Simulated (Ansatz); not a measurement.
The same path of H₅NSSi (8 atoms, charge 0, multiplicity 1) was run twice with different band settings. The coordinate that changes most is the height of N1 over the plane of its neighbours.

All numbers below come from Ansatz, RKS PBE0/def2-SVP.

Relaxed end points:

```xyz
8
Properties=species:S:1:pos:R:3
N -0.724 0.569 -1.141
Si 0.449 0.102 0.028
S -0.394 -1.224 1.520
H -1.046 -0.105 -1.828
H -1.468 1.206 -0.883
H 0.960 1.333 0.700
H 1.563 -0.595 -0.679
H 0.753 -1.345 2.227
```

```xyz
8
Properties=species:S:1:pos:R:3
N -0.718 0.496 -1.148
Si 0.430 0.186 0.093
S -0.366 -1.058 1.679
H -1.210 -0.259 -1.611
H -1.283 1.337 -1.109
H 0.832 1.529 0.603
H 1.624 -0.545 -0.425
H 0.783 -1.743 1.863
```

Common settings: movable images 7; climbing image yes; spring 5.0 eV/Å²; optimiser quadratic models (default); start path through a guess of the saddle point; iteration limit 60; end points relaxed.

| run | force threshold |
| --- | --- |
| 1 | 0.03 eV/Å |
| 2 | 0.2 eV/Å |

What does each run give, and how far can it be trusted?

Run 1: converged after 14 iterations, highest image 0.000 eV above the first end. The highest image is an end point: on this band no image between the ends rises above it.
Run 2: converged after 6 iterations, highest image 0.001 eV above the first end. The threshold of 0.2 eV/Å is loose, so the images may lie well off the minimum-energy path. The top lies less than 8 meV above the higher end, about what the thresholds resolve: that end is a shoulder or a very shallow well. The order of the stationary point at the top wasn't checked.
